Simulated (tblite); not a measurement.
Compound: C₄H₆N (doublet state).
Numbering: `[CH3:1][CH:2][CH2:3][C:4]#[N:5]` (hydrogens: H6, H7, H8 on C1; H9 on C2; H10, H11 on C3)

A start from a force field or distance geometry was refined with GFN2-xTB geometry optimisation, gas phase (tblite 0.8.0). Values at the start:

| coordinate | start |
| --- | --- |
| C1–C2 | 1.501 Å |
| C1–H6 | 1.092 Å |
| C1–H7 | 1.100 Å |
| C2–C3 | 1.489 Å |
| C2–H9 | 1.077 Å |
| C3–C4 | 1.485 Å |
| C3–H10 | 1.095 Å |
| C4≡N5 | 1.152 Å |
| C1–C2–C3 | 119.9° |
| C2–C3–C4 | 110.8° |
| C3–C4–N5 | 178.4° |

Problem. How do these coordinates change at the GFN2-xTB level?

Solution. 
```
coordinate  GFN2-xTB (Å or °)  change
     C3–C4              1.449  -0.036
     C1–C2              1.476  -0.025
     C4≡N5              1.144  -0.008
     C2–C3              1.487  -0.002
     C1–H6              1.090  -0.002
     C1–H7              1.098  -0.002
    C3–H10              1.094  -0.001
     C2–H9              1.077   0.000
  C2–C3–C4              106.4    -4.4
  C3–C4–N5              175.5    -2.9
  C1–C2–C3              120.8    +0.9
```

The energy falls by 7.9 kJ/mol over 30 L-BFGS steps, the largest force on an atom goes from 1.27 to 0.007 eV/Å, and the atoms move by 0.089 Å rms after alignment. The bond that changes most is C3–C4 (ends: carbon bonded to 2 C and 2 H; carbon bonded to C and N), which shortens by 0.036 Å. Bonds longer at the end by more than 0.005 Å: 0 of 10; shorter: 4. Among the dihedrals that turn most is H9–C2–C3–H10, from 149° to 162°. Rotational constants go from 12068, 2944, 2596 to 11475, 3215, 2782 MHz.

Its GFN2-xTB frequencies are all real (lowest 64 cm⁻¹).

One conformer stands for the species.

These are computed values.
